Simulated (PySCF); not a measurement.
# SF4: NMR shifts, electronic excitations and core binding energies at several levels of theory, part 2 of 2

PySCF 2.14.0. Atoms count from 0. Earlier steps stand in the parts before.

## (6) Excited states and response: wB97X-D/aug-cc-pVTZ

The job: settings as JSON, then the geometry in Å.

```
{"job": {"kind": "uv", "xc": "wB97X-D", "basis": "aug-cc-pVTZ", "ip": true, "dynamic": false}, "charge": 0, "multiplicity": 1}
F      0.430323    -1.064163     0.659492
S      0.060923    -0.031683    -0.440560
F     -0.551996     1.113204     0.411608
F      1.535454     0.662191    -0.188909
F     -1.440076    -0.713534    -0.481603
```

With the program's defaults for keys left out, this is: TDDFT wB97X-D/aug-cc-pVTZ, vertical, gas phase, core orbitals frozen in the response.

Log:

```text
coarse grid: 5968 points
cycle   1  E = -797.3382073420  dE =  1.048e+00  |g| = 1.140e+00  |ddm| = 3.302e+00
cycle   2  E = -797.2196929579  dE =  1.185e-01  |g| = 1.540e+00  |ddm| = 2.293e+00
cycle   3  E = -797.5576724248  dE = -3.380e-01  |g| = 8.052e-02  |ddm| = 1.253e+00
cycle   4  E = -797.5584103696  dE = -7.379e-04  |g| = 4.216e-02  |ddm| = 9.932e-02
cycle   5  E = -797.5586444942  dE = -2.341e-04  |g| = 1.376e-02  |ddm| = 5.122e-02
cycle   6  E = -797.5586734481  dE = -2.895e-05  |g| = 1.553e-03  |ddm| = 1.353e-02
cycle   7  E = -797.5586750345  dE = -1.586e-06  |g| = 5.205e-04  |ddm| = 4.803e-03
final grid: 58168 points
cycle   8  E = -797.5711500698  dE = -5.260e-05  |g| = 1.412e-02  |ddm| = 5.819e-02
cycle   9  E = -797.5711403587  dE =  9.711e-06  |g| = 1.634e-02  |ddm| = 2.737e-02
cycle  10  E = -797.5711743692  dE = -3.401e-05  |g| = 7.282e-04  |ddm| = 1.439e-02
cycle  11  E = -797.5711744450  dE = -7.580e-08  |g| = 2.223e-04  |ddm| = 8.688e-04
cycle  12  E = -797.5711744516  dE = -6.518e-09  |g| = 1.149e-04  |ddm| = 3.004e-04
cycle  13  E = -797.5711744535  dE = -1.946e-09  |g| = 1.806e-05  |ddm| = 1.278e-04
cycle  14  E = -797.5711744536  dE = -9.595e-11  |g| = 3.835e-06  |ddm| = 3.427e-05
converged SCF energy = -797.5711744536

Static polarisability (au): isotropic 28.485, principal 23.929 27.468 34.059

Singlet excitations
state   eV       nm        f      main configurations
  1   6.6258    187.1   0.04625   H->L 0.98
  2   8.3586    148.3   0.00000   H-2->L 0.98
  3   8.3638    148.2   0.00827   H-1->L 0.94
  4   8.5208    145.5   0.05211   H->L+1 0.65, H->L+5 0.30
  5   8.9866    138.0   0.00158   H-4->L 0.98
  6   9.1388    135.7   0.00003   H-3->L 0.93
  7   9.7364    127.3   0.00332   H->L+2 0.84, H->L+1 0.09
  8   9.8999    125.2   0.19172   H->L+3 0.78
  9  10.2116    121.4   0.01054   H-5->L 0.95
 10  10.3322    120.0   0.00000   H-6->L 0.63, H-1->L+1 0.18, H-1->L+5 0.12

Triplet excitations (Tamm-Dancoff, eV): 4.9355 7.8936 8.0478 8.1645
Vertical ionisation energy (delta-SCF) = 12.6273 eV
Vertical electron affinity (delta-SCF) = -0.3417 eV
```

It took 3.6 min on 2 threads of Intel Xeon at 2.50GHz, shared host; peak memory 1 GiB.

This run: HOMO -11.81 eV, LUMO -0.15 eV; lowest singlet 6.63 eV.

## (7) Core-electron binding energies: SCAN, X2C

The job: settings as JSON, then the geometry in Å.

```
{"job": {"kind": "xps", "basis": "pcX-3", "basis_other": "pcseg-2"}, "charge": 0, "multiplicity": 1}
F      0.430323    -1.064163     0.659492
S      0.060923    -0.031683    -0.440560
F     -0.551996     1.113204     0.411608
F      1.535454     0.662191    -0.188909
F     -1.440076    -0.713534    -0.481603
```

Level: delta-SCF UKS SCAN, pcX-3 on the ionised atom, pcseg-2 elsewhere, spin-free X2C.

Log:

```text
ground state, core basis on atom 0 (F), 208 functions
  cycle   1  E = -798.78074911  |g| = 1.14e+00
  cycle   2  E = -797.92959009  |g| = 2.61e+00
  cycle   3  E = -798.96909259  |g| = 2.68e-01
  cycle   4  E = -798.97588599  |g| = 1.62e-01
  cycle   5  E = -798.97957171  |g| = 1.85e-02
  cycle   6  E = -798.97963583  |g| = 5.04e-03
  cycle   7  E = -798.97963919  |g| = 2.01e-03
  cycle   8  E = -798.97963996  |g| = 6.48e-04
  cycle   9  E = -798.97963924  |g| = 1.07e-04
  E(ground) = -798.98532825 Eh
hole in F 1s of atom 0
  cycle   1  E = -772.53207543  |g| = 2.59e+00
  cycle   2  E = -772.17231756  |g| = 2.33e+00
  cycle   3  E = -773.24243210  |g| = 7.63e-01
  cycle   4  E = -773.31296099  |g| = 6.12e-01
  cycle   5  E = -773.42455558  |g| = 1.23e-01
  cycle   6  E = -773.42870386  |g| = 7.33e-02
  cycle   7  E = -773.43039734  |g| = 2.40e-02
  cycle   8  E = -773.43059381  |g| = 4.79e-03
  cycle   9  E = -773.43060102  |g| = 1.26e-03
  cycle  10  E = -773.43060376  |g| = 1.01e-03
  cycle  11  E = -773.43060369  |g| = 5.57e-04
  cycle  12  E = -773.43060436  |g| = 1.67e-04
  E(ion) = -773.44317440 Eh   <S^2> = 0.7588   hole on atom = 1.000   binding energy = 695.037 eV
ground state, core basis on atom 1 (S), 219 functions
  cycle   1  E = -799.12351245  |g| = 9.40e-01
  cycle   2  E = -799.12352263  |g| = 3.55e-02
  cycle   3  E = -799.12312839  |g| = 5.88e-02
  cycle   4  E = -799.12365499  |g| = 6.71e-03
  cycle   5  E = -799.12365594  |g| = 3.94e-03
  cycle   6  E = -799.12365758  |g| = 3.30e-04
  E(ground) = -799.10661415 Eh
hole in S 1s of atom 1
  cycle   1  E = -706.60434851  |g| = 5.08e+00
  cycle   2  E = -705.17032375  |g| = 3.27e+00
  cycle   3  E = -705.71692330  |g| = 2.36e+00
  cycle   4  E = -707.72232883  |g| = 3.75e-01
  cycle   5  E = -707.71969627  |g| = 3.29e-01
  cycle   6  E = -707.74565155  |g| = 1.83e-01
  cycle   7  E = -707.75633415  |g| = 2.96e-02
  cycle   8  E = -707.75644351  |g| = 2.17e-02
  cycle   9  E = -707.75659178  |g| = 7.29e-03
  cycle  10  E = -707.75660833  |g| = 1.14e-03
  cycle  11  E = -707.75661049  |g| = 3.56e-04
  E(ion) = -707.73938720 Eh   <S^2> = 0.7519   hole on atom = 1.000   binding energy = 2486.229 eV
hole in S 2p of atom 1
  cycle   1  E = -792.19290811  |g| = 1.56e+00
  cycle   2  E = -791.01001102  |g| = 2.32e+00
  cycle   3  E = -792.28302367  |g| = 9.79e-01
  cycle   4  E = -792.57513818  |g| = 2.33e-01
  cycle   5  E = -792.57314253  |g| = 2.29e-01
  cycle   6  E = -792.58931264  |g| = 4.64e-02
  cycle   7  E = -792.59003141  |g| = 9.19e-03
  cycle   8  E = -792.59005897  |g| = 3.10e-03
  cycle   9  E = -792.59005724  |g| = 3.63e-03
  cycle  10  E = -792.59006087  |g| = 1.06e-03
  cycle  11  E = -792.59006281  |g| = 2.66e-04
  E(ion) = -792.58614356 Eh   <S^2> = 0.7541   hole on atom = 1.002   binding energy = 177.431 eV
  2p3/2 = 177.247 eV   2p1/2 = 178.515 eV
ground state, core basis on atom 3 (F), 208 functions
  cycle   1  E = -798.97855505  |g| = 2.59e-01
  cycle   2  E = -798.97840152  |g| = 4.20e-02
  cycle   3  E = -798.97767367  |g| = 8.20e-02
  cycle   4  E = -798.97864974  |g| = 7.22e-03
  cycle   5  E = -798.97865655  |g| = 2.15e-03
  cycle   6  E = -798.97865814  |g| = 4.00e-04
  E(ground) = -798.98445618 Eh
hole in F 1s of atom 3
  cycle   1  E = -772.60521107  |g| = 2.59e+00
  cycle   2  E = -772.40383255  |g| = 2.25e+00
  cycle   3  E = -773.36805554  |g| = 6.75e-01
  cycle   4  E = -773.36078885  |g| = 6.83e-01
  cycle   5  E = -773.50757915  |g| = 1.15e-01
  cycle   6  E = -773.51013662  |g| = 7.64e-02
  cycle   7  E = -773.51180093  |g| = 1.58e-02
  cycle   8  E = -773.51188930  |g| = 2.67e-03
  cycle   9  E = -773.51189298  |g| = 8.89e-04
  cycle  10  E = -773.51189297  |g| = 8.38e-04
  cycle  11  E = -773.51189348  |g| = 2.74e-04
  E(ion) = -773.52577312 Eh   <S^2> = 0.7578   hole on atom = 1.000   binding energy = 692.766 eV
```

Wall time 2.4 min (2 threads of Intel Xeon at 2.50GHz, shared host); peak memory 0.86 GiB.

Binding energies by hole, beside the orbital energy of the ground state; the difference holds orbital relaxation and, for a density functional, its self-interaction error:

```
     hole  stands for           environment  ΔSCF (eV; 2p as the shell's mean)  −ε (eV)   ⟨S²⟩  measured (eV)
F1s on F0      F0, F2  fluorine bonded to S                             695.04    669.2  0.759              –
S1s on S1          S1  sulfur bonded to 4 F                            2486.23   2422.6  0.752        2486.90
S2p on S1          S1  sulfur bonded to 4 F                             177.67    164.9  0.754              –
F1s on F3      F3, F4  fluorine bonded to S                             692.77    667.2  0.758              –
```

Measured: gas; Cunha, Hait, Kang, Mao, Head-Gordon, J. Phys. Chem. Lett. 2022, 13, 3438 (arXiv:2111.08405).

Each hole run stands for the others of its class of like atoms.

With the spin-orbit splitting: S1 2p3/2 177.25, 2p1/2 178.51 eV. The table gives each 2p level as the mean over the whole 2p shell (two parts 2p3/2, one part 2p1/2), which differs a little from the single hole in the log.

## (8) Comparing the runs: electronic excitations

Excitations and ground-state properties, with basis size and wall time:

| run | lowest singlet (eV) | brightest (eV) | f | gap (eV) | α (Å³) | μ (D) | functions | time |
| --- | --- | --- | --- | --- | --- | --- | --- | --- |
| PBE0/aug-cc-pVTZ | 6.57 | 9.67 | 0.185 | 7.88 | 4.21 | 0.62 | 234 | 79 s |
| CAM-B3LYP/aug-cc-pVTZ | 6.64 | 9.78 | 0.199 | 10.50 | 4.22 | 0.70 | 234 | 84 s |
| wB97X-D/aug-cc-pVTZ | 6.63 | 9.90 | 0.192 | 11.66 | 4.22 | 0.63 | 234 | 3.6 min |

Measured dipole: 0.63 D (gas; NIST CCCBDB Release 22 (SRD 101), experimental dipoles).

## (9) What came out

What follows sums up all 2 parts.

| quantity | value |
| --- | --- |
| point group | C2v |
| rotational constants (main isotopes) | 6.64, 4.07, 3.21 GHz |
| ¹⁹F shifts against CFCl3 (PBE0/pcSseg-2, means over atoms taken as alike) | 99.5, 37.9 ppm |
| ³³S shifts against CS2 (PBE0/pcSseg-2) | 492 ppm |
| surface potential, 1st and 99th percentile | -0.63 V and 1.97 V |
| lowest singlet (PBE0/aug-cc-pVTZ) | 6.57 eV (189 nm), f = 0.046 |
| brightest single state of those computed | state 8, 9.67 eV, f = 0.185 |
| lowest triplet | 4.74 eV |
| F1s binding energies, SCAN/pcX-3 | F0 695.04, F3 692.77 eV |
| S1s binding energies, SCAN/pcX-3 | S1 2486.23 eV |
| S2p binding energies, SCAN/pcX-3 | S1 177.67 eV |
| range of the lowest singlet | 6.57 to 6.64 eV |

Single values in the summary come from the first run of each kind that ended normally (PBE0/pcSseg-2; PBE0/aug-cc-pVTZ; SCAN/pcX-3), which need not be the best level. Over 9 steps the energy fell by 0.341 eV; of the close pairs, F0–S1 changed most, 1.641 to 1.553 Å. At PBE0/pcSseg-2: The widest tensor belongs to S1: span 412 ppm, with a paramagnetic part of -1017 ppm. The lowest singlet, at 6.57 eV, is HOMO→LUMO 0.98 and is weak; of the 10 states computed, the strongest absorption comes from state 8 at 9.67 eV. The lowest triplet lies 1.83 eV below the lowest singlet (triplets in Tamm-Dancoff, singlets in full TDDFT). The dipole moment, 0.62 D, compares with 0.63 D measured (one conformer here). F0 (fluorine bonded to S) binds its F1s electron 2.27 eV more tightly than F3 (fluorine bonded to S). At SCAN/pcX-3 the measured binding energy compared here is missed by -0.67 eV. The lowest singlet runs from 6.57 eV (PBE0/aug-cc-pVTZ) to 6.64 eV (CAM-B3LYP/aug-cc-pVTZ), while the orbital gap spans 7.88 to 11.66 eV: the excitation energy moves far less from run to run than the orbital gap does. The lowest state need not be the same one in every run. One molecule ranks no method: errors cancel, and vibration and temperature are missing from all runs.
